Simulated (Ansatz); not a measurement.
Born–Oppenheimer molecular dynamics of BClH$_{4}$S (7 atoms, charge 0, multiplicity 1). It starts at the highest image of a converged band, a first-order saddle point between two minima.

Computed with Ansatz, RKS PBE0-D4/def2-SVP.

| Property | Result |
| --- | --- |
| ensemble | NVE (velocity Verlet) |
| time step | 0.5 fs |
| steps asked | 200 |
| starting velocities drawn for | 100 K |
| seed | 10823 |

First frame:

```xyz
7
Properties=species:S:1:pos:R:3
B 0.097 0.323 0.150
H -0.071 -0.394 1.212
Cl 1.514 -0.291 -0.758
H -0.989 0.399 -0.364
S 0.385 2.159 0.970
H 1.695 1.985 1.258
H 0.129 0.671 1.522
```

Problem. How far do the bonds stretch over the last three quarters of this one trajectory? (Pairs bonded in most of those frames.)

Solution. 
```csv
bond,mean (Å),spread (Å),shortest,longest
B1–Cl3,1.775,0.036,1.70,1.82
B1–H4,1.204,0.004,1.20,1.21
B1–S5,1.851,0.098,1.71,2.02
H2–H7,0.815,0.096,0.72,1.05
S5–H6,1.356,0.011,1.34,1.38
```

Pairs bonded in part of these frames only: B1–H2 19 %, B1–H7 23 %, H2–H7 85 %.

Mean temperature of the second half: 1296 K. The conserved energy stayed within 0.13 meV per atom of its start (net change -0.12 meV per atom), so the integration is sound. The kinetic energy rose, since the run started high on the potential surface and went downhill. It ends in pieces (BClH2S + H2), so much of that is their flight and rotation, not heat. A run of 0.1 ps of so small a system gives no equilibrium averages. The orbitals stay closed-shell, which can raise the energy where a bond breaks towards radicals; this wasn't checked here.

Run time: 5.2 min on 1 thread of Intel(R) Xeon(R) Platinum 8488C (Sapphire Rapids), with other jobs on the host, peak memory 0.15 GiB.
